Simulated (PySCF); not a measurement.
# Electronic absorption of 1,4-dioxane

Compound: 1,4-dioxane, C4H8O2.
Structure used (GFN2-xTB), in Å, numbered top down from 1:
```
atom  x, y, z in Å
C1     0.0698    1.3854    0.0800
C2     1.2805    0.4674    0.2668
O3     0.8791   -0.7894    0.7701
C4    -0.0700   -1.3858   -0.0887
C5    -1.2810   -0.4676   -0.2732
O6    -0.8796    0.7886   -0.7782
H7    -0.3892    1.5868    1.0600
H8     0.3625    2.3256   -0.3890
H9     1.7906    0.3358   -0.6997
H10    1.9772    0.8839    0.9954
H11   -0.3614   -2.3271    0.3789
H12    0.3883   -1.5850   -1.0695
H13   -1.9795   -0.8844   -0.9999
H14   -1.7878   -0.3347    0.6949
```

Theory: TDDFT CAM-B3LYP/def2-SVPD, vertical, gas phase, core orbitals frozen in the response in PySCF 2.14.0, density-fitted response routines.

List the vertical singlet excitations with oscillator strengths and describe the spectrum.

```tsv
state	E (eV)	λ (nm)	ν̃ (cm⁻¹)	f	symmetry	main configurations (H = HOMO, L = LUMO)
S1	6.99	177.4	56370	0.0000	–	H→L (89%)
S2	7.45	166.5	60070	0.080	Bu	H→L+2 (90%)
S3	7.62	162.7	61450	0.053	Au	H→L+1 (97%)
S4	7.73	160.5	62310	0.0000	–	H→L+4 (86%)
S5	7.84	158.1	63250	0.026	Bu	H→L+3 (74%), H-1→L (18%)
S6	8.53	145.4	68780	0.031	Bu	H-1→L (65%), H→L+3 (19%)
S7	8.55	145.0	68960	0.0000	–	H→L+5 (78%), H-1→L+1 (16%)
S8	8.58	144.4	69230	0.0000	–	H-2→L (51%), H-1→L+2 (36%)
```

Triplets (Tamm–Dancoff): T1 6.80 eV, H→L (78%), H→L+4 (15%); T2 7.29 eV, H→L+2 (86%); T3 7.37 eV, H→L+4 (72%), H→L (17%).

The lowest singlet comes at 177 nm (674 kJ/mol) in the vacuum ultraviolet; it is dark (f under 0.0005); its leading configuration is HOMO→LUMO (89%). The strongest level in the table is S2 at 7.45 eV (166 nm, f = 0.080). Löwdin shares by element: HOMO oxygen 56%, carbon 17% or more (atoms not listed hold the other 27%); LUMO carbon 44% (atoms not listed hold the other 56%). Weighted by f, the mean energy of these states is 7.73 eV. Of the 8 states listed, 4 reach f = 0.01 and 4 stay under 0.0005. Orbital energies (eV): HOMO-3 -11.80, HOMO-2 -10.20, HOMO-1 -9.78, HOMO -8.44, LUMO 1.43, LUMO+1 1.91, LUMO+2 1.99. No computed singlet lies in the visible range (380 to 750 nm); the lowest, at 177 nm, stands 3.73 eV above its violet end (3.26 eV). Symmetry labels in C2h follow from the direction of the transition dipole and are given only for states with f of 0.002 or more. The window holds the lowest 8 singlets.

The run took 24 s on one thread, x86-64 server, shared host.

One conformer stands for the species.
